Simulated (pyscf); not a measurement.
A first-order saddle from PySCF, ωB97X-D3(BJ)/def2-SVP:

```xyz
8

Ge    -0.3528     0.4482    -0.3425
H     -1.4066    -1.1513    -0.6088
H      0.3868     1.4785     0.5618
H     -1.3534     1.2364    -1.1895
H      0.7612    -0.2842    -1.1054
O     -1.1539    -0.3375     1.3330
H     -1.4389    -1.0687     0.4874
H     -0.5388    -0.6551     2.0134
```

Surface: singlet, charge 0. Lowest wavenumbers (cm⁻¹): 1403i, 199, 398, 486, 625.

Which two sides does it connect, and which bonds change?

GeH₄ (SMILES [GeH4]) + H₂O (SMILES O) <-> HO–GeH₃ (SMILES [OH][GeH3]) + H₂ (SMILES [H][H]), a four-centre exchange read from left to right: Ge–H, H–O broken and Ge–O, H–H formed. At ωB97M-D3(BJ)/def2-TZVP it lies +46.2 kcal/mol from the left side and +45.9 kcal/mol from the right (each side as separated species at their lowest minima found). This is the saddle that the search found; another between the same sides may lie lower. Elements up to Kr have no core potential and no relativistic terms here.
